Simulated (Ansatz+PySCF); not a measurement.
doublet CH₃: levels of theory in one basis

```yaml
atoms:
  - { symbol: C, position_ang: [0.0000, 0.0000, 0.0000] }
  - { symbol: H, position_ang: [0.0000, 0.0000, 1.0255] }
  - { symbol: H, position_ang: [0.0000, 0.8881, -0.5128] }
  - { symbol: H, position_ang: [0.0000, -0.8881, -0.5128] }
```

Basis set: cc-pVTZ (spherical functions). Frozen core: 1 orbital. Correlation on ROHF uses semicanonical orbitals with singles. Charge 0, multiplicity 2.

Computed with Ansatz (development build ahead of 0.2.0); each method stands on the lowest determinant of its kind that the runs found.

```json
{"method": "ROHF", "E − E(ROHF) (eV)": "0.00", "<S²> of the determinant": "0.75"}
{"method": "UHF", "E − E(ROHF) (eV)": "-0.12", "<S²> of the determinant": "0.76"}
{"method": "ROHF-MP2", "E − E(ROHF) (eV)": "-4.41", "<S²> of the determinant": "–"}
{"method": "UHF-MP2", "E − E(ROHF) (eV)": "-4.40", "<S²> of the determinant": "0.76"}
```

Problem. What does ROHF-CCSD(T) give on the same scale?

Solution. -5.07 eV.

Problem. Is a single determinant a sound starting point here?

Solution. By this sign, yes. Unrestricted orbitals gain 0.12 eV and <S²> is 0.76 against 0.75 for a pure state.
